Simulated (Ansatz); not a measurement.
The input, for Ansatz 0.2.0:

```yaml
crystal:
  periodic: [false, false, false]
  atoms:
    - {symbol: O, position_ang: [-1.075954, -0.030281, 0.000000]}
    - {symbol: H, position_ang: [-1.325264, 0.896295, 0.000000]}
    - {symbol: H, position_ang: [0.142046, -0.030281, 0.000000]}
    - {symbol: B, position_ang: [1.355046, -0.030281, 0.000000]}
    - {symbol: H, position_ang: [1.864119, -0.030281, 1.077008]}
    - {symbol: H, position_ang: [1.864119, -0.030281, -1.077009]}
basis:
  gaussian: {orbitals: cc-pVDZ}
magnetization: {spin_polarized: true, initial_magnetization: 1}
correlation: {method: ccsdt_q, electrons: outside_noble_gas}
```

```sh
$ ansatz run in.yaml --threads 1 --pin off --events-out ev --progress --plain --max-ram 2393MiB
```

Log:

```
855 factors; integrals over basis functions are off by at most 2.4e-7 eV
mean field evaluation 1: about -2765.0735 eV, gradient 2.4e1 eV
mean field evaluation 2: about -2765.1012 eV, gradient 2.4e1 eV
mean field evaluation 4: about -2768.0868 eV, gradient 3.1e0 eV
mean field evaluation 8: about -2768.3110 eV, gradient 3.4e-1 eV
mean field evaluation 16: about -2765.0749 eV, gradient 2.4e1 eV
mean field evaluation 32: about -2766.4305 eV, gradient 1.3e-3 eV
mean field evaluation 64: about -2763.8825 eV, gradient 5.1e-1 eV
mean field evaluation 96: about -2765.5121 eV, gradient 9.7e-4 eV
mean field evaluation 128: about -2765.4886 eV, gradient 3.4e-3 eV
mean field evaluation 160: about -2761.0321 eV, gradient 2.0e1 eV
...
cycle  11  -8.54402044 eV  change    2.2e-4 eV  update   3.2e-4
cycle  12  -8.54408858 eV  change   -6.8e-5 eV  update   2.0e-4
cycle  13  -8.54417555 eV  change   -8.7e-5 eV  update   1.0e-4
cycle  14  -8.54421846 eV  change   -4.3e-5 eV  update   5.6e-5
cycle  15  -8.54428096 eV  change   -6.3e-5 eV  update   2.8e-5
cycle  16  -8.54430116 eV  change   -2.0e-5 eV  update   1.1e-5
cycle  17  -8.54430391 eV  change   -2.8e-6 eV  update   6.2e-6
cycle  18  -8.54430368 eV  change    2.3e-7 eV  update   3.6e-6
cycle  19  -8.54430286 eV  change    8.3e-7 eV  update   1.8e-6
cycle  20  -8.54430263 eV  change    2.3e-7 eV  update   7.6e-7
perturbative correction -0.01622430 eV, -0.0005962320 hartree
Total energy: -2776.87568697 eV, -102.0482992623 hartree
```

Ran on 1 thread of Arm Neoverse V1, shared host: 66 s wall, 0.67 GiB peak host memory.
